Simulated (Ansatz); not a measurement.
Reaction (isomerisation): `CC(C)=CN` → `CN1CCC1`

Computed with Ansatz on PBE0-D4/def2-TZVP structures; ΔE is electronic, products minus reactants. CBS: MP2 limit from def2 TZ/QZ plus the TZ coupled-cluster correction, frozen cores. DFT in def2-TZVPP. Each species was taken in one conformer, which may not be the lowest.

Problem. Is it downhill or uphill in electronic energy at CCSD(T)/CBS, and by how much? (Best estimate.)

Solution. Ansatz gave: Uphill: ΔE = +0.89 eV.

Problem. What do these levels give: r2SCAN-D4, B2PLYP, r2SCAN, CCSD(T)/def2-TZVPP, MP2/def2-QZVPP, MP2/CBS(def2)? (An estimate is asked.)

Solution. Ansatz gave: r2SCAN-D4 0.95, B2PLYP 0.95, r2SCAN 0.95, CCSD(T)/def2-TZVPP 0.84, MP2/def2-QZVPP 0.87, MP2/CBS(def2) 0.89 eV.

Largest T1 diagnostic among the species: 0.010.

From PBE to PBE0 (25 % exact exchange), in def2-TZVPP and without D4, ΔE moves by −0.08 eV. In def2-TZVPP, CCSD(T) changes the Hartree–Fock value by −0.04 eV (the triples alone add +0.02 eV) and MP2 by −0.04 eV.
